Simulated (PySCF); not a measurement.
A simulated first-order isotropic EPR spectrum at 9.773 GHz has these lines.

```json
{"field (mT)": "334.06", "relative intensity": "1"}
{"field (mT)": "335.60", "relative intensity": "1"}
{"field (mT)": "346.68", "relative intensity": "2"}
{"field (mT)": "348.22", "relative intensity": "2"}
{"field (mT)": "359.30", "relative intensity": "1"}
{"field (mT)": "360.84", "relative intensity": "1"}
```

**Question.** What is g?

**Answer.** The pattern is symmetric about 347.45 mT, so g = hν/(μB·B0) = 9773/(13.99624 × 347.45) = 2.0097, a shift of +7.3 × 10⁻³ from the free-electron value.

**Question.** Which couplings and how many nuclei make this pattern?

**Answer.** The first two lines at either end are about 1.54 mT apart, which is the smallest coupling, and their intensity ratio 1:1 counts the nuclei that share it. In full: a 1:2:1 triplet of 12.62 mT (355 MHz), from 2 nuclei of spin 1/2; a 1:1 doublet of 1.54 mT (43 MHz), from 1 nucleus of spin 1/2. Check: Σ 2nI·a is the distance from the first to the last line, 26.78 mT.

**Question.** The radical has the formula CH2FO. Propose a structure, and say which nuclei carry the couplings.

**Answer.** The pattern alone needn't single out one isomer; the structure behind this simulation is `[O]CF` [radical], numbered [O:1][CH2:2][F:3] (hydrogens: H4, H5 on C2). 12.62 mT: 1H at H4/H5 (2 bonds from O1; computed sign +); 1.54 mT: 19F at F3 (2 bonds from O1; computed sign −). The Mulliken spin populations are largest on O1 (+0.77), H4 (+0.16), H5 (+0.16) and C2 (-0.09). Three atoms exceed +0.15.

Computed with UKS B3LYP, pcH-1 on C F H O, non-relativistic, mean-field spin-orbit, GIAO in PySCF. Geometry: GFN2-xTB; no solvent, vibrations or thermal averaging. The geometry wasn't refined by DFT: couplings that depend on bond lengths, twists or pyramidal angles can differ widely from those at the functional's own minimum.

Nuclei that the bonding pattern makes equivalent are averaged, as if the motion that swaps them (rotation, inversion, ring flip) were fast.

First-order positions only. To second order lines move to lower field by a²/(2B0)·[J(J+1) − M²], with J the total spin of the equivalent nuclei and M its projection: up to 0.46 mT for the 12.62 mT coupling at this field, and inner lines split by J.

Rare isotopes and splittings under 0.04 mT were left out of the simulation.
